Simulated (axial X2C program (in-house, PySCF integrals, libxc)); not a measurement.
**Low determinants of HCl⁺ at the PBE0 level, with spin–orbit coupling**

Computed with an in-house all-electron X2C program for linear molecules (integrals from PySCF). Two-component (2c) means X2C with spin–orbit coupling and atomic mean-field two-electron Coulomb and Gaunt terms. Basis: Cl dyall-av3z [9s8p3d2f], H dyall-v3z [6s2p1d] (cores contracted in-house); Gaussian nuclei, density fitting, unrestricted open shells. Masses: Cl 34.969 u, H 1.008 u.

Search at 1.310 Å (vertical energies from the lowest determinant):

```csv
ΔE (eV),state,electrons beyond evenly filled partner blocks,"electrons in ±ω = 1/2, 3/2, 5/2, 7/2"
0.00,Ω = 3/2,ω = 3/2,14 3 0 0
0.08,Ω = 1/2,ω = 1/2,13 4 0 0
```

Lowest determinant, Ω = 3/2 (⟨Sz⟩ = 0.50, ⟨Lz⟩ = 1.00 at PBE0): Re = 1.324 Å, ωe = 2654.2 cm⁻¹.

The determinant in row 2 of the search, Ω = 1/2 (⟨Sz⟩ = -0.50, ⟨Lz⟩ = 1.00 at PBE0), was followed along the bond at PBE0; measured from the minimum of the lowest determinant it gives:

Te = 0.081 eV (656 cm⁻¹), Re = 1.324 Å, ωe = 2653.8 cm⁻¹.

Task: Compare the bond of the determinant in row 2 with that of the lowest one.

Result: At PBE0 its Re is the same within 0.001 Å and its force constant, which goes as ωe², is 1.00 times that of the lowest determinant. T0 ≈ Te + Δωe/2 = 656 + (0) = 656 cm⁻¹.

The search compares states at one distance, so a state with another bond length can lie lower; it is not exhaustive and yields mostly the lowest determinant of each block pattern, so other components and higher states of one pattern are missing. These are energies of single determinants, not of spin-adapted states; PBE0 term energies can be off by some tenths of an eV, and the functional has no current term.
